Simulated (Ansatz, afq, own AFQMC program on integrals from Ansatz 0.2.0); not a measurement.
Two steps: Ansatz 0.2.0 writes the Fock matrix and Cholesky factors of the valence space, and afq projects on them the lowest state that overlaps trial and start.

```yaml
crystal:
  periodic: [false, false, false]
  atoms:
    - {symbol: Al, position_ang: [0.000000, 0.000000, 0.696811]}
    - {symbol: N, position_ang: [0.000000, 0.000000, -1.099242]}
    - {symbol: H, position_ang: [0.000000, 0.822256, -1.688737]}
    - {symbol: H, position_ang: [0.000000, -0.822256, -1.688737]}
basis:
  gaussian: {orbitals: aug-cc-pVDZ}
magnetization: {spin_polarized: false}
correlation: {method: ccsd_t, electrons: outside_noble_gas, hamiltonian_folder: ham}
```

```sh
$ ansatz run in.yaml --threads 1 --pin off --events-out ev --progress --plain --max-ram 16896MiB --backend cuda --devices 0, --max-vram 18GiB
```

afq runs on the folder ham with

```
--method phaseless --trial cisd --walkers 4000 --populations 20 --least-time 60 --time-step 0.005 --steps-per-block 50 --equilibration-blocks 28 --max-blocks 4000 --target-error 0.00019 --factor-cut 1e-05 --seed 4192 --release-times 0.24,0.51,0.99,1.62,2.4 --release-step 0.03 --release-every 3 --taylor-order 6
```

Times are imaginary, in 1/Eh. The walk had a cap of 215 s. With eight or more populations the least sampling time is a fifth of least-time, and the error comes from their spread.

```
orbitals 62  electrons 5 5  factors 505 of 669
reference energy -297.55352167 Eh
CCSD correlation -0.25939946 Eh in 12 cycles, weight of the determinant in the CISD state 0.8716
energy of the start -297.812922 Eh
 block  time / (1/Eh)  mean weight  energy / Eh
     1     0.250  0.9998  -297.810017
     2     0.500  1.0001  -297.812694
     3     0.750  1.0001  -297.815377
     4     1.000  0.9997  -297.817190
     5     1.250  1.0002  -297.817770
     9     2.250  1.0000  -297.820745
    15     3.750  1.0000  -297.821630
    23     5.750  0.9998  -297.822239
    25     6.250  1.0001  -297.820469
    31     7.750  0.9999  -297.822071
    39     9.750  1.0002  -297.823205
    47    11.750  1.0002  -297.822478
    51    12.750  0.9998  -297.824480
    55    13.750  1.0004  -297.821971
    63    15.750  0.9996  -297.821127
    71    17.750  0.9997  -297.822283
    79    19.750  1.0001  -297.822534
    87    21.750  1.0000  -297.822351
error from the spread of 20 populations
released: time / (1/Eh)  energy / Eh  error  mean overlap
  0.24  -297.822480  0.000146  0.9983
  0.51  -297.822524  0.000158  0.9976
  0.99  -297.822430  0.000170  0.9961
  1.62  -297.822310  0.000143  0.9933
  2.40  -297.822519  0.000159  0.9899
energy -297.822429 +/- 0.000171 Eh
(rows thinned)
```

(1) Estimate how long the walk took on 1 × NVIDIA H100 80GB HBM3 with 2 threads of AMD EPYC 7R13 Processor (Zen 3), on a shared host (the card was shared).

The run passed its tests (sampling time, drift between the halves within three errors, error under three times the target), which doesn't prove that it has relaxed.

Against this walk (error 4.7 meV) on the same determinant: CCSD(T) 31.0 meV higher, CCSDT(Q) 1.9 meV lower (within the noise). The error is statistical and leaves out the bias of the constraint. Released to 2.40 1/Eh the energy moves by -2 ± 6 meV (both errors), within twice the noise.

Cautions: constraint bias not in the error.

Results:

(1) 38 s of wall time.

CCSDT and higher add their correlation energy to the determinant of the CCSD(T) run, since their own runs factorise the integrals more tightly (a shift of under 2 meV). A walk keeps the symmetry of its determinant, which the program's search chose and which needn't be the lowest solution, so a lower state of the same spin and another symmetry isn't excluded.
